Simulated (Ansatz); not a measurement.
```yaml
crystal:
  periodic: [false, false, false]
  atoms:
    - {symbol: C, position_ang: [-0.398712, -0.017851, 1.126236]}
    - {symbol: C, position_ang: [1.071851, -0.296195, 0.844991]}
    - {symbol: C, position_ang: [1.296803, -0.907941, -0.526362]}
    - {symbol: S, position_ang: [0.739511, 0.163564, -1.867543]}
    - {symbol: C, position_ang: [-0.957029, 0.410402, -1.303372]}
    - {symbol: C, position_ang: [-1.031387, 0.934060, 0.119898]}
    - {symbol: H, position_ang: [-0.506849, 0.391630, 2.134665]}
    - {symbol: H, position_ang: [-0.950764, -0.966631, 1.117763]}
    - {symbol: H, position_ang: [1.644075, 0.634639, 0.917475]}
    - {symbol: H, position_ang: [1.467432, -0.976884, 1.607180]}
    - {symbol: H, position_ang: [2.358560, -1.083457, -0.711807]}
    - {symbol: H, position_ang: [0.786396, -1.874001, -0.606035]}
    - {symbol: H, position_ang: [-1.504680, -0.533873, -1.395886]}
    - {symbol: H, position_ang: [-1.401759, 1.116082, -2.008179]}
    - {symbol: H, position_ang: [-2.082082, 1.099345, 0.383484]}
    - {symbol: H, position_ang: [-0.531357, 1.907122, 0.167495]}
basis:
  gaussian: {orbitals: def2-TZVPD}
magnetization: {spin_polarized: true, initial_magnetization: 8}
hamiltonian: {xc: {name: r2SCANh}}
```

```sh
$ ansatz run in.yaml --threads 2 --pin off --events-out ev --progress --plain --max-ram 32768MiB --backend cuda --devices 0, --max-vram 18GiB
```

Shortened log:

```
Functional definition: r2SCANh
1673 factors; their error is unknown
mean field evaluation 1: about -16133.5973 eV, gradient 5.8e1 eV
mean field evaluation 2: about -16033.2503 eV, gradient 1.4e2 eV
mean field evaluation 4: about -16140.2148 eV, gradient 4.4e1 eV
mean field evaluation 8: about -16153.3503 eV, gradient 9.1e-1 eV
mean field evaluation 16: about -16153.3068 eV, gradient 4.9e-2 eV
mean field evaluation 32: about -16153.3068 eV, gradient 2.7e-4 eV
mean field -16153.30681550 eV, -593.6230763650 hartree, gradient 3.4e-6 eV, S^2 20.011798; 7 other end points of the search recorded, 0 dependent functions left out
reference -16153.30683928 eV, -593.6230772389 hartree; 32, 24 occupied and 289, 297 virtual orbitals, 1673 factors
Total energy: -16153.30683928 eV, -593.6230772389 hartree
```

(1) Something in this input is off. What?

Answers

(1) The spin is set far too high for this molecule. Self-consistency was reached. The result belongs to that input, not to the molecule as meant.
